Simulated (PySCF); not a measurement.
Species: C₃H₃NO.
InChI=1S/C3H3NO/c5-2-3-1-4-3/h2H,1H2

The calculation used EOM-IP-CCSD/aug-cc-pVDZ in PySCF, restricted Hartree–Fock reference, 5 core orbitals frozen, non-relativistic, gas phase, PBE0-D3(BJ)/def2-SVP geometry.

Hartree–Fock orbital energies give these Koopmans values (eV): HOMO 11.55, HOMO-1 11.86, HOMO-2 13.23, HOMO-3 15.43, HOMO-4 15.51, HOMO-5 17.94, HOMO-6 18.46, HOMO-7 18.77.

**Question.** What vertical ionisation energies does EOM-IP-CCSD give?

**Answer.** 
```tsv
leading hole (HF orbital)	Koopmans (eV)	EOM-IP-CCSD (eV)	change (eV)	one-hole share
HOMO	11.55	10.50	-1.05	0.95
HOMO-2	13.23	11.34	-1.89	0.94
HOMO-1	11.86	11.68	-0.18	0.96
HOMO-3	15.43	14.03	-1.40	0.94
HOMO-4	15.51	14.87	-0.64	0.93
HOMO-6	18.46	16.16	-2.30	0.91
HOMO-7	18.77	16.54	-2.23	0.93
HOMO-5	17.94	16.76	-1.18	0.93
```

**Question.** Does the order of the lines follow the orbital energies?

**Answer.** No: the HOMO-2 hole (11.34 eV) falls below the HOMO-1 hole (11.68 eV); the HOMO-6 hole (16.16 eV) falls below the HOMO-5 hole (16.76 eV); the HOMO-7 hole (16.54 eV) falls below the HOMO-5 hole (16.76 eV). The corrections run from -2.30 to -0.18 eV, with a mean of -1.36 eV over the 8 lines; no line lies above its Koopmans value.

**Question.** At what kinetic energies would He II light (40.81 eV) eject these electrons?

**Answer.** 30.31 eV (HOMO), 29.47 eV (HOMO-2), 29.13 eV (HOMO-1), 26.78 eV (HOMO-3), 25.94 eV (HOMO-4), 24.65 eV (HOMO-6), 24.27 eV (HOMO-7), 24.05 eV (HOMO-5).

**Question.** What total energy has the lowest final state, and which wavelength reaches it?

**Answer.** E(CCSD) + ionisation energy = -245.37923 + 0.38589 = -244.99334 Eh, at the geometry of the initial state. The threshold wavelength is 1239.84 eV nm/10.50 eV = 118.1 nm.

One root was sought for each valence orbital with −ε under 21 eV, eight at most, so deeper holes and satellites are missing; no vibrational structure.

The run took 3.3 min wall on Arm Neoverse V2, one thread, on a shared host, and the process peaked at 2.4 GiB of memory.

Conformer computed: `[O:1]=[CH:2][C:3]1=[N:4][CH2:5]1`: O1–C2–C3–N4 179°.

One conformer stands for the species.
